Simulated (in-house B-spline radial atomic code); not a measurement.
## How G0W0 and RPA depend on the start: Xe

Configuration [Kr] 4d10 5s2 5p6. Computed with a B-spline radial code for spherical atoms: all electrons, non-relativistic, point nucleus, each spin shell either full or empty, empty states to l = 9 with an (l + 1/2)⁻⁴ tail; G0W0 by contour deformation at full frequency.

Without relativity these are model numbers: it shifts the levels of so heavy an element strongly and can reorder them.

```csv
start,mean-field 5p (eV),G0W0 (eV),QP weight,RPA correlation (Eh)
Hartree-Fock,-12.444,-13.051,0.942,-3.8055
LDA VWN5,-8.431,-12.373,0.851,-4.1664
PBE,-8.290,-12.373,0.844,-4.1603
PBE0,-9.573,-12.608,0.893,-4.0601
r2SCAN,-8.632,-12.525,0.875,-4.0974
HSE06,-9.150,?,?,?
B3LYP (VWN-RPA),-9.286,-12.584,0.882,-4.0812
SCAN,-8.626,-12.488,0.875,-4.095
TPSS,-8.406,-12.425,0.853,-4.1403
BHandHLYP,-10.662,-12.779,0.915,-3.9699
CAM-B3LYP,-10.893,-12.788,0.917,-4.0296
LC-wPBE,-12.334,?,?,?
wB97X,-11.894,-12.898,0.932,-4.0032
PBEsol,-8.295,-12.365,0.847,-4.1626
BLYP,-8.100,-12.357,0.833,-4.162
r2SCAN0,-9.792,-12.674,0.903,-4.0198
LDA exchange-only,-7.230,-12.312,0.791,-4.1642
```

(1) What G0W0 level, weight and RPA correlation energy follow from the HSE06 start?

(2) What G0W0 level, weight and RPA correlation energy follow from the LC-wPBE start?

(3) How much of the dependence on the start does G0W0 remove?

## Answers

(1) G0W0 level -12.566 eV, weight 0.880, RPA correlation -4.0713 hartree.

(2) G0W0 level -12.842 eV, weight 0.936, RPA correlation -4.0186 hartree.

(3) The mean-field levels span 5.21 eV and the G0W0 levels 0.739 eV. Against 12.130 eV (NIST, measured) the G0W0 removal energies are off by +0.18 to +0.92 eV, with relativity, Breit and QED terms left out.
